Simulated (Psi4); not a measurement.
**AlH3Cl− (SMILES [AlH3-][Cl]): a chain of runs**

We compute a structure relaxation (singlet AlH3Cl−, PBE0-D3(BJ)/STO-3G), then the energy (doublet AlH3Cl, UPBE0-D3(BJ)/STO-3G), then a geometry optimisation (doublet AlH3Cl, UPBE0-D3(BJ)/STO-3G), then a single-point energy (singlet AlH3Cl−, PBE0-D3(BJ)/STO-3G) of AlClH3. 

The results are computed with Psi4 1.11.

## (1) The molecule

AlH3Cl−: 5 atoms, total charge -1, spin state singlet. SMILES: `[AlH3-][Cl]`. Geometry: a GFN2-xTB relaxation, a rough one for these elements and not checked as a minimum. The run starts from this shape.

Bond lengths: Al1–Cl2 2.098 Å, Al1–H3 1.609 Å, Al1–H4 1.608 Å, Al1–H5 1.608 Å. Angles: Cl2–Al1–H3 107.0°, Cl2–Al1–H4 107.0°, Cl2–Al1–H5 107.1°, H3–Al1–H4 111.8°, H3–Al1–H5 111.7°, H4–Al1–H5 111.8°.

## (2) A structure relaxation at PBE0-D3(BJ)/STO-3G (density fitting) (run 1)

Input file alclh3.in:

```
memory 1600 mb

molecule {
  -1 1
  Al     0.20628250    -0.00083148    -0.15590241
  Cl    -2.95311281    -0.00398732     2.23790816
  H      0.42724818     2.79394118    -1.33072624
  H     -0.30271523    -2.09081188    -2.30225334
  H      2.62229735    -0.69832939     1.55095492
  units bohr
}


result, w = optimize('pbe0-d3(bj)/STO-3G', return_wfn=True)
```

Run with:

```
$ psi4 -i alclh3.in -o alclh3.out -n 1
```

alclh3.out:

```text
[...]
  Running in c1 symmetry.
[...]
  Nuclear repulsion =   78.196689845815982
[...]
  Multiplicity = 1
[...]
  Nalpha       = 17
  Nbeta        = 17
[...]
    Number of basis functions: 21
[...]
   @DF-RKS iter   1:  -696.20069117364903   -1.08937e+00   1.02687e-02 ADIIS/DIIS
[...]
   @DF-RKS iter   5:  -696.24857139039841   -7.95808e-13   9.83666e-10 DIIS
[...]
  @DF-RKS Final Energy:  -696.24857139039841
   => Energetics <=
    Nuclear Repulsion Energy =             76.4492392473485154
    One-Electron Energy =               -1129.4072665142648475
    Two-Electron Energy =                 393.1796183802885025
    DFT Exchange-Correlation Energy =     -36.4677817610048862
    Empirical Dispersion Energy =          -0.0023807427656299
    VV10 Nonlocal Energy =                  0.0000000000000000
    Total Energy =                       -696.2485713903982969
[...]
 Multipole Moments:
 ------------------------------------------------------------------------------------
     Multipole            Electronic (a.u.)      Nuclear  (a.u.)        Total (a.u.)
 ------------------------------------------------------------------------------------
 L = 1.  Multiply by 2.5417464519 to convert [e a0] to [Debye]
 Dipole X            :         -3.8279974            3.4585386           -0.3694588
 Dipole Y            :         -0.0058003            0.0052600           -0.0005403
 Dipole Z            :          2.9036827           -2.6234722            0.2802105
 Magnitude           :                                                    0.4637003
[...]
  -Total Gradient:
     Atom            X                  Y                   Z
    ------   -----------------  -----------------  -----------------
       1       -0.000028198321     0.000000278855     0.000010810870
       2       -0.000006455519    -0.000002852184     0.000004230305
       3        0.000041748897    -0.000011260625    -0.000015703936
       4        0.000044469289     0.000011736735    -0.000011724673
       5        0.000024015631     0.000004795114    -0.000026355300
[...]
    Final optimized geometry and variables:
    Molecular point group: c1
    Full point group: C1
    Geometry (in Bohr), charge = -1, multiplicity = 1:
    AL           1.750115593433     0.002674313468    -1.327575933597
    CL          -1.557364228135    -0.002378366308     1.181358546664
    H            1.931777589149     2.649089323178    -2.420302051212
    H            1.241219830531    -1.978002506401    -3.339627095213
    H            4.009230366112    -0.660160665105     0.311848771862
    Psi4 run time: 0:00:07.54
[...]
```

The script printed:

```text
Optimizer: Optimization complete!
```

It took 8.4 s on 1 thread of INTEL XEON PLATINUM 8581C at 2.30GHz (Emerald Rapids), shared host; peak memory 0.29 GiB.

Step by step:

| step | energy from the first frame kept (eV) | largest force (eV/Å) |
| --- | --- | --- |
| 0 | 0.0000 | 2.9302 |
| 1 | -0.2777 | 0.5797 |
| 2 | -0.2984 | 0.3470 |
| 3 | -0.3006 | 0.0906 |
| 4 | -0.3009 | 0.0203 |
| 5 | -0.3010 | 0.0024 |

After the run. Bond lengths: Al1–Cl2 2.197 Å, Al1–H3 1.518 Å, Al1–H4 1.518 Å, Al1–H5 1.518 Å. Angles: Cl2–Al1–H3 106.4°, Cl2–Al1–H4 106.4°, Cl2–Al1–H5 106.4°, H3–Al1–H4 112.4°, H3–Al1–H5 112.4°, H4–Al1–H5 112.4°.

## (3) Doublet neutral AlH3Cl: a single-point energy at UPBE0-D3(BJ)/STO-3G (density fitting) (run 2)

Input file alclh3.xyz:

```xyz
5
AlClH3
Al     0.152944     0.000136    -0.116510
Cl    -1.597298    -0.002537     1.211161
H      0.249076     1.400559    -0.694756
H     -0.116352    -1.047993    -1.181242
H      1.348417    -0.350621     0.751036
```

Input file calc.py:

```python
import psi4

psi4.set_memory(1600000000)
psi4.set_num_threads(1)
psi4.core.set_output_file('alclh3.out', False)

with open('alclh3.xyz') as f:
    atoms = ''.join(f.readlines()[2:])
molecule = psi4.geometry('0 2\n' + atoms + '')

psi4.set_options({
    'basis': 'STO-3G',
    'reference': 'uks',
})

e, wfn = psi4.energy('pbe0-d3(bj)', molecule=molecule, return_wfn=True)
print(f'pbe0-d3(bj) energy: {e:.10f} Eh')
for k, v in sorted(psi4.core.scalar_variables().items()):
    print(f'{k:45s} {v:18.10f}')
```

Run with:

```
$ python calc.py
```

alclh3.out:

```text
[...]
  Running in c1 symmetry.
[...]
  Nuclear repulsion =   76.449252356123949
[...]
  Multiplicity = 2
[...]
  Nalpha       = 17
  Nbeta        = 16
[...]
    Number of basis functions: 21
[...]
   @DF-UKS iter   1:  -696.10248013571072   -9.78438e-01   1.20992e-02 ADIIS/DIIS
[...]
   @DF-UKS iter  14:  -696.18706662009401   -2.49418e-09   7.63103e-07 DIIS
[...]
   @S^2 Observed:                7.545551942E-01
[...]
    Orbital Energies [Eh]
    ---------------------
    Alpha Occupied:
       1A   -100.599650     2A    -55.553690     3A     -9.308098
       4A     -7.054238     5A     -7.050660     6A     -7.043084
       7A     -4.028051     8A     -2.495148     9A     -2.494723
      10A     -2.488947    11A     -0.771871    12A     -0.433547
      13A     -0.329271    14A     -0.306585    15A     -0.290754
      16A     -0.277643    17A     -0.240562
    Alpha Virtual:
      18A      0.251180    19A      0.359729    20A      0.431994
      21A      0.449409
[...]
  @DF-UKS Final Energy:  -696.18706662009401
   => Energetics <=
    Nuclear Repulsion Energy =             76.4492523561239494
    One-Electron Energy =               -1118.6619927740225648
    Two-Electron Energy =                 382.0951946798782046
    DFT Exchange-Correlation Energy =     -36.0671401393269591
    Empirical Dispersion Energy =          -0.0023807427465907
    VV10 Nonlocal Energy =                  0.0000000000000000
    Total Energy =                       -696.1870666200940150
[...]
 Multipole Moments:
 ------------------------------------------------------------------------------------
     Multipole            Electronic (a.u.)      Nuclear  (a.u.)        Total (a.u.)
 ------------------------------------------------------------------------------------
 L = 1.  Multiply by 2.5417464519 to convert [e a0] to [Debye]
 Dipole X            :         -2.8206815            3.4585387            0.6378573
 Dipole Y            :         -0.0819952            0.0052595           -0.0767356
 Dipole Z            :          2.5300801           -2.6234730           -0.0933930
 Magnitude           :                                                    0.6492091
[...]
```

Standard output:

```text
pbe0-d3(bj) energy: -696.1870666201 Eh
CURRENT ENERGY                                   -696.1870666201
CURRENT REFERENCE ENERGY                         -696.1870666201
DD SOLVATION ENERGY                                 0.0000000000
DFT FUNCTIONAL TOTAL ENERGY                      -696.1846858773
DFT TOTAL ENERGY                                 -696.1870666201
DFT VV10 ENERGY                                     0.0000000000
DFT XC ENERGY                                     -36.0671401393
DISPERSION CORRECTION ENERGY                       -0.0023807427
GRID ELECTRONS ALPHA                               17.0000012655
GRID ELECTRONS BETA                                16.0000005083
GRID ELECTRONS TOTAL                               33.0000017737
NUCLEAR REPULSION ENERGY                           76.4492523561
ONE-ELECTRON ENERGY                             -1118.6619927740
PBE0-D3(BJ) DISPERSION CORRECTION ENERGY           -0.0023807427
PCM POLARIZATION ENERGY                             0.0000000000
PE ENERGY                                           0.0000000000
SCF ITERATION ENERGY                             -696.1870666201
SCF ITERATIONS                                     14.0000000000
SCF TOTAL ENERGY                                 -696.1870666201
TWO-ELECTRON ENERGY                               382.0951946799
XC GRID RADIAL POINTS                              75.0000000000
XC GRID SPHERICAL POINTS                          302.0000000000
XC GRID TOTAL POINTS                           105723.0000000000
```

Wall time 4.5 s (1 thread of INTEL XEON PLATINUM 8581C at 2.30GHz (Emerald Rapids), shared host); peak memory 0.26 GiB.

## (4) Doublet neutral AlH3Cl: a structure relaxation at UPBE0-D3(BJ)/STO-3G (density fitting) (run 3)

Input file alclh3.inp:

```
memory 1600 MB

molecule {
  0 2
  Al     0.152944     0.000136    -0.116510
  Cl    -1.597298    -0.002537     1.211161
  H      0.249076     1.400559    -0.694756
  H     -0.116352    -1.047993    -1.181242
  H      1.348417    -0.350621     0.751036
  symmetry c1
}

set basis STO-3G
set reference uks

result, w = opt("pbe0-d3bj", return_wfn=True)
```

Run with:

```
$ psi4 -n 1 alclh3.inp alclh3.out
```

alclh3.out:

```text
[...]
  Running in c1 symmetry.
[...]
  Nuclear repulsion =   76.449252356123949
[...]
  Multiplicity = 2
[...]
  Nalpha       = 17
  Nbeta        = 16
[...]
    Number of basis functions: 21
[...]
   @DF-UKS iter   1:  -696.10248013571072   -9.78438e-01   1.20992e-02 DIIS/ADIIS
[...]
   @DF-UKS iter   6:  -696.20159048603807   -1.59162e-12   9.08902e-09 DIIS
[...]
   @S^2 Observed:                7.542304069E-01
[...]
  @DF-UKS Final Energy:  -696.20159048603807
   => Energetics <=
    Nuclear Repulsion Energy =             78.0604177270893445
    One-Electron Energy =               -1122.0666797413728091
    Two-Electron Energy =                 383.8917378427009339
    DFT Exchange-Correlation Energy =     -36.0846543955586938
    Empirical Dispersion Energy =          -0.0024119188967716
    VV10 Nonlocal Energy =                  0.0000000000000000
    Total Energy =                       -696.2015904860380715
[...]
 Multipole Moments:
 ------------------------------------------------------------------------------------
     Multipole            Electronic (a.u.)      Nuclear  (a.u.)        Total (a.u.)
 ------------------------------------------------------------------------------------
 L = 1.  Multiply by 2.5417464519 to convert [e a0] to [Debye]
 Dipole X            :         -2.4890901            2.9919172            0.5028272
 Dipole Y            :         -0.0097102            0.0314554            0.0217452
 Dipole Z            :          1.9181361           -2.4052013           -0.4870653
 Magnitude           :                                                    0.7003860
[...]
  -Total Gradient:
     Atom            X                  Y                   Z
    ------   -----------------  -----------------  -----------------
       1        0.000003854027     0.000002539635    -0.000015963911
       2       -0.000020701887     0.000007037092    -0.000018892838
       3        0.000001993689    -0.000013567119    -0.000011310901
       4        0.000006653200     0.000015658654    -0.000005572128
       5       -0.000007050723     0.000004361041    -0.000017495915
[...]
    Final optimized geometry and variables:
    Molecular point group: c1
    Full point group: C1
    Geometry (in Angstrom), charge = 0, multiplicity = 2:
    AL           0.684794496172     0.080204534967    -0.917912700251
    CL          -0.622368841059    -0.063355607935     0.786237380211
    H            1.008110758123     1.492271686327    -1.286623134645
    H            0.618255575810    -1.120496146321    -1.805778893524
    H            1.634829933447    -0.320743695887     0.386453926579
    Psi4 run time: 0:00:26.31
[...]
```

Standard output:

```text
Optimizer: Optimization complete!
```

Run time: 27 s. Hardware: 1 thread of INTEL XEON PLATINUM 8581C at 2.30GHz (Emerald Rapids), shared host; peak memory 0.29 GiB.

Step by step:

| step | energy from the first frame kept (eV) | largest force (eV/Å) |
| --- | --- | --- |
| 0 | 0.0000 | 2.0353 |
| 1 | -0.1249 | 1.2219 |
| 2 | -0.2185 | 0.6818 |
| 3 | -0.2674 | 0.4398 |
| 4 | -0.3080 | 0.3167 |
| 5 | -0.3412 | 0.1728 |
| 6 | -0.3518 | 0.4695 |
| 7 | -0.3593 | 0.2044 |
| 8 | -0.3451 | 0.6988 |
| 9 | -0.3764 | 0.3585 |
| 10 | -0.3906 | 0.2711 |
| 11 | -0.3950 | 0.0396 |
| 12 | -0.3951 | 0.0247 |
| 13 | -0.3952 | 0.0032 |
| 14 | -0.3952 | 0.0015 |

After the run. Bond lengths: Al1–Cl2 2.153 Å, Al1–H3 1.495 Å, Al1–H4 1.495 Å, Al1–H5 1.663 Å. Angles: Cl2–Al1–H3 112.9°, Cl2–Al1–H4 112.9°, Cl2–Al1–H5 73.1°, H3–Al1–H4 128.5°, H3–Al1–H5 107.3°, H4–Al1–H5 107.3°.

## (5) The energy at PBE0-D3(BJ)/STO-3G (density fitting) (run 4)

Input file job.in:

```
memory 1600 MB

molecule molecule1 {
  -1 1
  Al    -0.088382     0.078926    -0.331900
  Cl    -1.395546    -0.064634     1.372250
  H      0.234934     1.490993    -0.700610
  H     -0.154921    -1.121775    -1.219766
  H      0.861653    -0.322022     0.972467
}


energy_value, wavefunction = energy('pbe0-d3(bj)/STO-3G', return_wfn=True)
```

Run with:

```
$ psi4 -n 1 job.in job.out
```

job.out:

```text
[...]
  Running in c1 symmetry.
[...]
  Nuclear repulsion =   78.060409840451172
[...]
  Multiplicity = 1
[...]
  Nalpha       = 17
  Nbeta        = 17
[...]
    Number of basis functions: 21
[...]
   @DF-RKS iter   1:  -696.14174927459283   -1.00985e+00   1.07215e-02 ADIIS/DIIS
[...]
   @DF-RKS iter   6:  -696.18793849389670   -2.57830e-09   2.07187e-07 DIIS
[...]
    Orbital Energies [Eh]
    ---------------------
    Doubly Occupied:
       1A   -100.177913     2A    -55.228554     3A     -8.906503
       4A     -6.651824     5A     -6.643928     6A     -6.643347
       7A     -3.709595     8A     -2.178314     9A     -2.172766
      10A     -2.172510    11A     -0.440182    12A     -0.127400
      13A     -0.013273    14A     -0.005229    15A      0.022009
      16A      0.051612    17A      0.134050
[...]
  @DF-RKS Final Energy:  -696.18793849389670
   => Energetics <=
    Nuclear Repulsion Energy =             78.0604098404511717
    One-Electron Energy =               -1132.9511956126125369
    Two-Electron Energy =                 395.1776418274642424
    DFT Exchange-Correlation Energy =     -36.4723826303031871
    Empirical Dispersion Energy =          -0.0024119188964274
    VV10 Nonlocal Energy =                  0.0000000000000000
    Total Energy =                       -696.1879384938966950
[...]
 Multipole Moments:
 ------------------------------------------------------------------------------------
     Multipole            Electronic (a.u.)      Nuclear  (a.u.)        Total (a.u.)
 ------------------------------------------------------------------------------------
 L = 1.  Multiply by 2.5417464519 to convert [e a0] to [Debye]
 Dipole X            :         -3.6889766            2.9919175           -0.6970591
 Dipole Y            :          0.1674293            0.0314549            0.1988842
 Dipole Z            :          1.9277691           -2.4052003           -0.4774312
 Magnitude           :                                                    0.8679786
[...]
```

It took 3.3 s on 1 thread of INTEL XEON PLATINUM 8581C at 2.30GHz (Emerald Rapids), shared host; peak memory 0.26 GiB.

## (6) Outcome

| quantity | value |
| --- | --- |
| run 1, PBE0-D3(BJ)/STO-3G: total energy at the end | -696.24857 Eh |
| run 1, PBE0-D3(BJ)/STO-3G: HOMO energy | 1.33 eV |
| run 1, PBE0-D3(BJ)/STO-3G: LUMO energy | 15.04 eV |
| run 1, PBE0-D3(BJ)/STO-3G: HOMO–LUMO gap (to an unbound level, set by the basis) | 13.72 eV |
| run 1, PBE0-D3(BJ)/STO-3G: dispersion energy | -6.25 kJ/mol |
| doublet neutral AlH3Cl, run 2: total energy | -696.18707 Eh |
| doublet neutral AlH3Cl, run 2: dipole moment | 1.65 D |
| doublet neutral AlH3Cl, run 2: HOMO energy (highest over α and β) | -5.99 eV |
| doublet neutral AlH3Cl, run 2: LUMO energy (lowest over α and β) | -4.60 eV |
| doublet neutral AlH3Cl, run 2: dispersion energy | -6.25 kJ/mol |
| doublet neutral AlH3Cl, run 2: ⟨S²⟩ | 0.755 |
| doublet neutral AlH3Cl, run 3: total energy at the end | -696.20159 Eh |
| doublet neutral AlH3Cl, run 3: dipole moment | 1.78 D |
| doublet neutral AlH3Cl, run 3: HOMO energy (highest over α and β) | -6.32 eV |
| doublet neutral AlH3Cl, run 3: LUMO energy (lowest over α and β) | -2.78 eV |
| doublet neutral AlH3Cl, run 3: dispersion energy | -6.33 kJ/mol |
| doublet neutral AlH3Cl, run 3: ⟨S²⟩ | 0.754 |
| run 4, PBE0-D3(BJ)/STO-3G: total energy | -696.18794 Eh |
| run 4, PBE0-D3(BJ)/STO-3G: HOMO energy | 3.65 eV |
| run 4, PBE0-D3(BJ)/STO-3G: LUMO energy | 13.78 eV |
| run 4, PBE0-D3(BJ)/STO-3G: HOMO–LUMO gap (to an unbound level, set by the basis) | 10.13 eV |
| run 4, PBE0-D3(BJ)/STO-3G: dispersion energy | -6.33 kJ/mol |
| adiabatic ionisation energy (to the doublet neutral, no zero-point term) | 1.278 eV |

What this shows: The adiabatic ionisation energy (to the doublet neutral, no zero-point term) is 1.28 eV (29 kcal/mol). In a minimal basis such a difference can be off by several eV, whatever the method. The optimisation (run 1, PBE0-D3(BJ)/STO-3G) took 6 steps and changed the energy by -0.301 eV. The HOMO (run 1, PBE0-D3(BJ)/STO-3G) lies at positive energy, 1.33 eV; only total energies tell whether the electron is bound. The optimisation (doublet neutral AlH3Cl, run 3) took 15 steps and changed the energy by -0.395 eV. The HOMO (run 4, PBE0-D3(BJ)/STO-3G) lies at positive energy, 3.65 eV; only total energies tell whether the electron is bound.
